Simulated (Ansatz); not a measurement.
This script drives the Ansatz DFT code, driven from Python.

The script reads `h3nosi.xyz`:
```text
6

N    -0.82130   -0.00760   -0.26250
Si    0.63740   -0.61580   -0.67930
O     1.48890   -0.19640    0.64190
H    -1.47740   -0.12640   -1.01390
H    -0.79990    1.04360   -0.21500
H     1.01450   -0.16120    1.48260
```

`composite_h3nosi.py`:
```python
'''A composite energy for H3NOSi: DFT geometry, MP2 basis limit, coupled-cluster correction.'''

import itertools

import ansatz as az
from ase.data import atomic_numbers, covalent_radii
import numpy as np

BASIS_SET = 'def2-SVP'
FUNCTIONAL = 'r2SCAN'

molecule = az.Crystal.molecule_from_extxyz('h3nosi.xyz')

setup = (
    molecule.calculation()
    .basis(gaussian=BASIS_SET)
    .functional(FUNCTIONAL)
)
symbols = [site.symbol for site in molecule.cartesian_sites]
start = np.array([site.position_ang for site in molecule.cartesian_sites], dtype=float)
data = setup.relax(force_tolerance=0.01).run(threads=1, backend='cpu').report
end = np.array(data['positions_ang'])
# pairs closer than 1.2 times the sum of covalent radii, before or after
radius = [covalent_radii[atomic_numbers[s]] for s in symbols]
span = lambda where, i, j: np.linalg.norm(where[i] - where[j])
bonded = [(i, j) for i, j in itertools.combinations(range(len(symbols)), 2) if min(span(start, i, j), span(end, i, j)) < 1.2 * (radius[i] + radius[j])]
print('pair        before    after (A)')
for i, j in bonded:
    print(f'{symbols[i]}{i}-{symbols[j]}{j}'.ljust(10), f'{span(start, i, j):8.4f} {span(end, i, j):8.4f}')
for first, second in list(itertools.combinations(bonded, 2)):
    shared = set(first) & set(second)
    if shared and symbols[(j := shared.pop())] != 'H':
        i, k = sorted((set(first) | set(second)) - {j})
        u, v = end[i] - end[j], end[k] - end[j]
        angle = np.degrees(np.arccos(np.clip(u @ v / np.linalg.norm(u) / np.linalg.norm(v), -1, 1)))
        print(f'final angle {symbols[i]}{i}-{symbols[j]}{j}-{symbols[k]}{k}: {angle:.2f} deg')

minimum = az.Crystal.molecule()
for symbol, place in zip(symbols, end):
    minimum = minimum.atom(symbol, place.tolist())
at_minimum = minimum.calculation()
# MP2 extrapolated to the basis limit, plus the small-basis difference CCSD(T) - MP2
level = lambda method, basis: at_minimum.basis(gaussian=basis).correlation(method).run(threads=1, backend='cpu').report
small, large, cluster = level('mp2', 'cc-pVDZ'), level('mp2', 'cc-pVTZ'), level('ccsd_t', 'cc-pVDZ')
corr = lambda each: (each['free_energy_ev'] - each['reference_energy_ev']) / 27.211386246
mp2_limit = (27 * corr(large) - 8 * corr(small)) / 19
pieces = {'HF / cc-pVTZ': large['reference_energy_ev'] / 27.211386246, 'MP2 correlation, DZ-TZ limit': mp2_limit, 'CCSD(T) - MP2 / cc-pVDZ': corr(cluster) - corr(small)}
for name, value in pieces.items():
    print(f'{name:32s} {value:14.6f} Ha')
print(f'{"sum":32s} {sum(pieces.values()):14.6f} Ha')
print('T1 diagnostic', round(cluster['correlation']['coupled_cluster']['t1_diagnostic'], 4))
```

It is started by `python composite_h3nosi.py`. How long does it take on 1 thread of Arm Neoverse V1, on a shared host, and how much memory does it need?

It took about 32 s, with a peak of 0.27 GiB, for 4 runs of the engine.

```console
$ python composite_h3nosi.py
pair        before    after (A)
N0-Si1       1.6345   1.7321
N0-H3        1.0046   1.0173
N0-H4        1.0525   1.0197
Si1-O2       1.6268   1.6778
O2-H5        0.9660   0.9673
final angle Si1-N0-H3: 120.48 deg
final angle Si1-N0-H4: 128.66 deg
final angle N0-Si1-O2: 101.89 deg
final angle H3-N0-H4: 110.86 deg
final angle Si1-O2-H5: 120.50 deg
HF / cc-pVTZ                        -420.107331 Ha
MP2 correlation, DZ-TZ limit          -0.611395 Ha
CCSD(T) - MP2 / cc-pVDZ               -0.038226 Ha
sum                                 -420.756952 Ha
T1 diagnostic 0.0153
```

Notes:
- Total energies depend on the basis set; only differences at equal settings carry meaning.
- The sum leaves out core correlation, relativity, the Hartree-Fock basis error and zero-point energy; a DZ-TZ extrapolation is rough.
- Inner cores stay frozen, so this is valence correlation.
- For Al to Cl the sets with a tight d function, cc-pV(X+d)Z, are usual.
- An extrapolation from small basis sets is rough.

(A comment or docstring line of the script was reworded after the run, the code is as it ran.)
